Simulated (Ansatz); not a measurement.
System (SMILES): [SiH4] (SiH4).
Atoms: Si1, H2, H3, H4, H5. Bonds: Si1-H2, Si1-H3, Si1-H4, Si1-H5.

How fast the highest harmonic wavenumber converges with the basis for several methods (Ansatz, an electronic-structure program): deviation from each method's own reference, in cm⁻¹. References: B3LYP 2241 cm⁻¹, the value in aug-pcseg-2; HF 2334 cm⁻¹, the value in aug-pcseg-2; PBE 2185 cm⁻¹, the value in aug-pcseg-2. All functions are spherical. Core-valence sets carry the plain set on hydrogen. No added dispersion term, no relativity. Each level at its own minimum, unscaled; the references are large sets that could be run, not limits.

```json
[
 {"basis": "STO-3G", "functions": "13", "B3LYP": "479", "HF": "594", "PBE": "477"},
 {"basis": "pcseg-0", "functions": "21", "B3LYP": "-74", "HF": "-101", "PBE": "-71"},
 {"basis": "6-31G", "functions": "21", "B3LYP": "-48", "HF": "-57", "PBE": "-32"},
 {"basis": "pcseg-2", "functions": "90", "B3LYP": "1", "HF": "5", "PBE": "1"},
 {"basis": "cc-pV(T+d)Z", "functions": "95", "B3LYP": "-3", "HF": "-6", "PBE": "-3"},
 {"basis": "cc-pCVTZ", "functions": "115", "B3LYP": "-4", "HF": "-5", "PBE": "-4"},
 {"basis": "6-311++G(3df,3pd)", "functions": "119", "B3LYP": "2", "HF": "3", "PBE": "2"},
 {"basis": "aug-pcseg-2", "functions": "142", "B3LYP": "0", "HF": "0", "PBE": "0"}
]
```

Mean absolute deviation over pcseg-2, cc-pV(T+d)Z, cc-pCVTZ, 6-311++G(3df,3pd): B3LYP 2, PBE 3, HF 5 cm⁻¹.
